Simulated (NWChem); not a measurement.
Correlation energy of Si (+1)

```
Si
```
Charge +1, spin multiplicity 2.

All runs are NWChem calculations.

Basis set: cc-pVTZ. Each correlation energy counts from its own Hartree-Fock reference.

The correlated methods keep 5 core orbitals frozen. No SCF solution was tested for a lower state. Open-shell Hartree-Fock references start from PBE0 orbitals. Coupled-cluster values serve here as a point of comparison, not as the truth.

```json
[
 {"method": "URI-MP2", "correlation energy (mHa)": "-41.3"},
 {"method": "UMP2", "correlation energy (mHa)": "-41.3"},
 {"method": "SCS-UMP2", "correlation energy (mHa)": "[?]"},
 {"method": "CCSD on ROHF", "correlation energy (mHa)": "-63.0"},
 {"method": "CCSD[T] on ROHF", "correlation energy (mHa)": "-64.3"},
 {"method": "CCSD(T) on ROHF", "correlation energy (mHa)": "-64.4"},
 {"method": "CCSD on UHF", "correlation energy (mHa)": "[?]"},
 {"method": "CCSD[T] on UHF", "correlation energy (mHa)": "-59.6"},
 {"method": "CCSD(T) on UHF", "correlation energy (mHa)": "-59.6"},
 {"method": "CCSDT on ROHF", "correlation energy (mHa)": "[?]"}
]
```

Task: Complete the blanks.

Result: 
- SCS-UMP2, correlation energy (mHa): -47.2
- CCSD on UHF, correlation energy (mHa): -58.5
- CCSDT on ROHF, correlation energy (mHa): -64.7
